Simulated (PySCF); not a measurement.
# F2: the cost of one run

Programs: PySCF 2.14.0, with density-fitted response routines of our own. Each step states its level of theory. These are calculated values for one molecule in the gas phase, unless marked as measured. Atoms are numbered from 0 throughout.

## 1. The starting structure

2 atoms, charge 0, multiplicity 1; geometry from: GFN2-xTB. The atoms were then displaced at random by about 0.01 Å, so the start is not that level's minimum.

Bonds of the start (Å): F0–F1 1.43.

## 2. Relaxing the molecule at PBE0-D3(BJ)/def2-SVP

Job settings and geometry (Å):

```
{"job": {"xc": "PBE0", "basis": "def2-SVP", "d3": "d3bj", "grid": 1, "shake": 0.01, "kind": "geom"}, "charge": 0, "multiplicity": 1}
F      0.723480    -0.028390     0.001270
F     -0.705990    -0.000420    -0.013400
```

On the command line:

```sh
$ OMP_NUM_THREADS=1 python probes_run.py task.json out
```

The driver reads the jobs from task.json and runs them one after another.

**Question.** How long does this first job take on 1 thread of Intel Xeon Platinum 8375C at 2.90GHz, shared host, and how much memory does it need?

About 2 s, with a peak of 0.24 GiB.
